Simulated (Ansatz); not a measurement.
Results of the Gaussian-basis code of Ansatz.

A structure relaxed at PBE0-D4/def2-TZVP, charge 0, multiplicity 1:

```csv
atom,x (Å),y (Å),z (Å)
Si1,0.2075,0.5258,-0.4324
H2,-0.0619,-0.9643,-0.6166
H3,-0.1457,0.4385,1.0490
```

(1) Give its formula and SMILES.

(2) Point group (tolerance 0.08 Å, 0.16 Å for H)?

(3) Summarise the bond lengths by kind.

Answers

(1) H2Si, `[SiH2]`.

(2) C2v.

(3) 2 × H–Si 1.525 Å.
